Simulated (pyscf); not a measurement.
Optimised with ωB97X-D3(BJ)/def2-SVP in PySCF. Correlated levels are frozen-core, on RHF or UHF. ΔMP2 is the change of the MP2 total energy from the triple- to the quadruple-zeta basis.

Task: For the elementary gas-phase step F–Cl + F–BH–F -> boron trifluoride (F–B(F)–F) + hydrogen chloride (HCl) (singlet surface; Cl–F, B–H broken, B–F, Cl–H formed), what barrier and reaction energy does CCSD(T)/def2-TZVPP + ΔMP2(QZVPP) give, measured from the separated reactants?

Result: ΔE‡ = 167.4 kJ/mol, ΔE = -438.5 kJ/mol. Zero-point energy shifts the barrier by -1.3 kJ/mol. It is a four-centre exchange, with an imaginary mode of 1065i cm⁻¹. From the product side, Cl• + H• + F–B(F)–F lies, by one bond made or cut, 149.3 kJ/mol under this saddle at ωB97M-D3(BJ). One saddle was located; it need not be the lowest between these sides. One closed-shell reference is unstable to symmetry breaking; treat the single-reference values with care. The CCSD(T) − MP2 part came from Ansatz, without density fitting, on the same reference.
